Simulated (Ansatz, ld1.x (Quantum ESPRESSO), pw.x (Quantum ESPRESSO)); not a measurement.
From atom to crystal: TM potential for Au

```
Element                 : gold
Generator               : ld1.x (Quantum ESPRESSO) 7.5
Type                    : norm-conserving Troullier–Martins (Kleinman–Bylander form)
Functional              : PBEsol
Relativity              : scalar-relativistic
Frozen core             : [Xe] 4f14
Valence charge          : 11
Reference configuration : 5d10 6s1 6p0
Partial waves           : 6s (bound): rc 1.70 bohr; 6p (bound, empty): rc 3.55 bohr; 5d (bound): rc 1.95 bohr
Local potential         : all-electron potential smoothed inside 1.30 bohr (lloc = -1)
Core correction         : none
```

Atomic tests: cutoffs needed: 45 Ry and 80 Ry (the cutoffs (Ry, on a coarse ladder) from which the occupation-weighted sum of valence levels, in a spherical-Bessel basis at the reference potential, stays within 10 and 1 mRy of its value at 400 Ry); ghost test: ghost states, extra bound levels that the all-electron valence spectrum of the same l lacks: s at -152.7 eV, p at -91.0 eV; a true bound ghost makes a file unfit for plane-wave use (spherical-Bessel basis up to 400 Ry, 20 bohr box); largest excitation error: -235 meV (all-electron minus pseudo) for 5d7 6s0 6p0, out of 7 test configurations.

Crystal test: bcc Au in pw.x 7.5, no spin, 14³ k-points, Fermi–Dirac smearing 0.01 Ry, cutoffs 100/400 Ry. The reference is all-electron LAPW (Ansatz 0.2.0) with the same functional, mesh and smearing; V0 and B0 come from Birch–Murnaghan fits to the pressures at five volumes. Errors are pseudo minus all-electron; Δ is the rms difference of the E(V) curves that follow from these fits, minima aligned, over ±6 % about the mean V0. Mesh and smearing are coarse, so the numbers serve the comparison and aren't converged zero-temperature values; the lattice is a test structure that the element need not adopt.

All-electron: a0 = 3.242 Å (V0 = 17.04 Å³/atom), B0 = 172.0 GPa.

Task: How far does the potential miss the all-electron equation of state?

Result: mean pressure error (GPa): +72.29. The pressure does not cross zero within the volumes sampled, so no fit is given. The largest radius (3.55 bohr) exceeds half the bond length (2.65 bohr), so the spheres overlap, which is one possible source of error among others. This is a poor potential for the solid. Note: ghost states, extra bound levels that the all-electron valence spectrum of the same l lacks: s at -152.7 eV, p at -91.0 eV. A true bound ghost makes a file unfit for plane-wave use.

```csv
V (Å³/atom),P all-electron (GPa),P pseudo (GPa)
16.197,10.12,86.06
16.623,4.57,78.89
17.049,-0.10,72.36
17.475,-4.04,66.40
17.901,-7.35,60.97
```

Task: At the middle volume, how do free energy and pressure move when the wave cutoff is lowered (ecutrho kept at four times it)?

Result:

```csv
cutoff (Ry),shift of F (meV/atom),shift of P (GPa)
45,+10469.1,-326.11
60,+2046.3,-83.62
80,+172.9,-11.64
```

The run at the middle volume (104 k-points, 21 iterations) took about 82 s on one core of a shared host (Neoverse-V1, 32 threads, 247 GiB, load 20).
